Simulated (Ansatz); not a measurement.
**BH₂ (quartet): wave-function methods side by side, aug-cc-pVTZ**

An exercise on one series of results from a longer session: the logs are not shown, and one member is left open.

Program: Ansatz 0.2.0, Gaussian basis. Level of theory: aug-cc-pVTZ, core rule «outside noble gas», up to 1 orbitals frozen. These are calculated values, not measurements.

To be run: UHF; CCSD(T) on ROHF; CCSD(T) on UHF; BCCD(T) on ROHF; CCSDT(Q) on ROHF; CCSDT(Q) on UHF; CASSCF and NEVPT2, 5 electrons in 6 orbitals.

19 further runs of the same task are left out: 2 for a known fault of the program, 5 that didn't finish, 12 set aside as unsound or not needed.

### What is computed

The geometry is a PBE0/def2-TZVP stationary point (not a proven minimum) of the parent state, kept for this charge and spin.

3 atoms, charge 0, spin multiplicity 4.

Atoms are counted from 1 here; the program's logs count them from 0.

Bond lengths: B1–H2 1.291 Å, B1–H3 1.291 Å. Angles: H2–B1–H3 66.8°.

As a file:

```
B     0.0000    0.0000   -0.1694
H     0.0000    0.7106    0.9083
H     0.0000   -0.7106    0.9083
```

The first run:

Input file in.yaml:

```yaml
crystal:
  periodic: [false, false, false]
  atoms:
    - {symbol: B, position_ang: [0.000000, 0.000000, -0.169375]}
    - {symbol: H, position_ang: [0.000000, 0.710556, 0.908347]}
    - {symbol: H, position_ang: [0.000000, -0.710556, 0.908347]}
basis:
  gaussian: {orbitals: aug-cc-pVTZ}
magnetization: {spin_polarized: true, initial_magnetization: 3}
hamiltonian: {xc: hf}
output: {orbitals: {seedname: orbitals}}
```

Command:

```
$ ansatz run in.yaml --threads 1 --pin off --events-out ev --progress --plain --max-ram 2393MiB
```

Steps of the session up to this table: UHF; CCSD(T) on ROHF; CCSD(T) on UHF; BCCD(T) on ROHF; CCSDT(Q) on ROHF; CCSDT(Q) on UHF; CASSCF and NEVPT2, 5 electrons in 6 orbitals.

One of the session's tables, all rows but one given; the rest of the session is left out.

```
        method  from UCCSDT(Q) (meV)
          ROHF               +2557.3
           UHF               +2488.9
          RMP2                +513.9
          UMP2                     ?
         RCCSD                 +92.8
         UCCSD                 +90.6
      RCCSD(T)                 +17.7
      UCCSD(T)                 +17.2
       BCCD(T)                 +17.8
        RCCSDT                  +2.1
        UCCSDT                  +1.6
     RCCSDT(Q)                  +0.5
     UCCSDT(Q)                     0
CASSCF valence               +1785.8
NEVPT2 valence                +439.5
```

Q: Estimate the row for UMP2 from the others.

**Answer.** from UCCSDT(Q) (meV): +534.1. In the column «from UCCSDT(Q) (meV)» it lies between RMP2 (+513.9) and CASSCF valence (+1785.8).

Among the levels timed on like hardware and quicker than the yardstick, those that no quicker one beats, quickest first: NEVPT2 valence (1.8 s, +439.5 meV); RCCSD(T) (2.6 s, +17.7 meV); UCCSD(T) (3 s, +17.2 meV).

Limits of these values: Restricted and unrestricted rows rest on different reference determinants; where their highest levels disagree by more than a few hundredths of an eV, they describe different states and don't form one ladder.
